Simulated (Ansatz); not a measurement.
Correlation energies of `CNC#CCF` by basis set

```json
{"atom": "C1", "x (Å)": "0.527", "y (Å)": "1.546", "z (Å)": "-1.612"}
{"atom": "N2", "x (Å)": "0.057", "y (Å)": "1.486", "z (Å)": "-0.240"}
{"atom": "C3", "x (Å)": "-0.136", "y (Å)": "0.304", "z (Å)": "0.336"}
{"atom": "C4", "x (Å)": "-0.351", "y (Å)": "-0.779", "z (Å)": "0.825"}
{"atom": "C5", "x (Å)": "-0.606", "y (Å)": "-2.064", "z (Å)": "1.422"}
{"atom": "F6", "x (Å)": "0.563", "y (Å)": "-2.755", "z (Å)": "1.734"}
{"atom": "H7", "x (Å)": "0.465", "y (Å)": "2.576", "z (Å)": "-1.963"}
{"atom": "H8", "x (Å)": "-0.121", "y (Å)": "0.931", "z (Å)": "-2.238"}
{"atom": "H9", "x (Å)": "1.558", "y (Å)": "1.190", "z (Å)": "-1.724"}
{"atom": "H10", "x (Å)": "0.396", "y (Å)": "2.215", "z (Å)": "0.368"}
{"atom": "H11", "x (Å)": "-1.181", "y (Å)": "-2.698", "z (Å)": "0.740"}
{"atom": "H12", "x (Å)": "-1.171", "y (Å)": "-1.952", "z (Å)": "2.352"}
```

Total charge 0; spin multiplicity 1. The structure was optimised at the PBE0-D4/def2-TZVP level. Frozen core, restricted reference, Ansatz. CBS rows extrapolate triple and quadruple zeta; past MP2 they add the triple-zeta difference.

```
     basis     HF (Eh)  MP2 corr.  CCSD corr.       (T)  CCSD(T) total
def2-TZVPP  -308.89402   -1.09522    -1.12586  -0.04704     -310.06692
def2-QZVPP  -308.90766   -1.17558           –         –              –
 CBS(def2)  -308.90954   -1.23511    -1.26575     as TZ     -310.22233
```
